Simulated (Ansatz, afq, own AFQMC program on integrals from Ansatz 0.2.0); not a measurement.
Integrals from Ansatz 0.2.0, then the random walk in our own AFQMC program (afq).

```yaml
crystal:
  periodic: [false, false, false]
  atoms:
    - {symbol: Al, position_ang: [0.000000, 0.000000, 1.208018]}
    - {symbol: Al, position_ang: [0.000000, 0.000000, -1.247506]}
    - {symbol: H, position_ang: [0.000000, 1.404177, 1.946978]}
    - {symbol: H, position_ang: [0.000000, -1.404176, 1.946978]}
    - {symbol: H, position_ang: [0.000000, 0.000000, -2.836903]}
basis:
  gaussian: {orbitals: cc-pVDZ}
magnetization: {spin_polarized: true, initial_magnetization: 1}
correlation: {method: ccsd_t, electrons: outside_noble_gas, hamiltonian_folder: ham}
```

```sh
$ ansatz run in.yaml --threads 1 --pin off --events-out ev --progress --plain --max-ram 1382MiB
```

Options of the walk:

```
--method phaseless --trial hf --walkers 120 --populations 1 --least-time 40 --time-step 0.005 --steps-per-block 20 --equilibration-blocks 112 --max-blocks 600 --target-error 0.00108 --factor-cut 1e-05 --start spin_pure --seed 9795 --taylor-order 6
```

Times are imaginary, in 1/Eh. The walk had a cap of 1455 s.

```
orbitals 41  electrons 5 4  factors 309 of 490
reference energy -485.51797995 Eh
CCSD correlation -0.15368354 Eh in 12 cycles, weight of the determinant in the CISD state 0.8820
energy of the start -485.518137 Eh
 block  time / (1/Eh)  mean weight  energy / Eh
     1     0.100  1.0003  -485.541386
     2     0.200  1.0009  -485.562204
     3     0.300  0.9999  -485.573843
     4     0.400  0.9988  -485.587768
     5     0.500  1.0023  -485.598588
     8     0.800  1.0008  -485.626428
    18     1.800  0.9997  -485.643602
    69     6.900  1.0012  -485.670816
   120    12.000  0.9993  -485.701412
   171    17.100  0.9991  -485.675339
   222    22.200  1.0005  -485.667639
   273    27.300  0.9985  -485.676254
   324    32.400  1.0007  -485.662655
   375    37.500  1.0006  -485.682999
   426    42.600  1.0012  -485.683807
   477    47.700  1.0008  -485.679046
   528    52.800  0.9999  -485.669682
   579    57.900  0.9998  -485.671939
   630    63.000  1.0000  -485.665451
   647    64.700  1.0011  -485.660103
   681    68.100  1.0005  -485.665387
   698    69.800  0.9992  -485.679352
blocks merged  error / Eh  count
     1  0.000439  600
     2  0.000598  300
     4  0.000813  150
     8  0.001073  75
    16  0.001254  37
    32  0.001378  18
    64  0.001543  9
energy -485.677176 +/- 0.001378 Eh
(rows thinned)
```

Estimate how long the walk took on 1 thread of Intel(R) Xeon(R) 6975P-C (Granite Rapids), with other jobs on the host.

3.6 min of wall time.

The run passed its tests (sampling time, drift between the halves within three errors, error under three times the target), which doesn't prove that it has relaxed.

Against this walk (error 37.5 meV) on the same determinant: CCSD(T) 47.8 meV higher (within the noise), CCSDT(Q) 9.5 meV higher (within the noise). The error is statistical and leaves out the bias of the constraint.

Cautions: constraint bias not in the error; error above the target (37.5 against 29.4 meV).

CCSDT and higher add their correlation energy to the determinant of the CCSD(T) run, since their own runs factorise the integrals more tightly (a shift of under 2 meV). A walk keeps the symmetry of its determinant, which the program's search chose and which needn't be the lowest solution, so a lower state of the same spin and another symmetry isn't excluded.
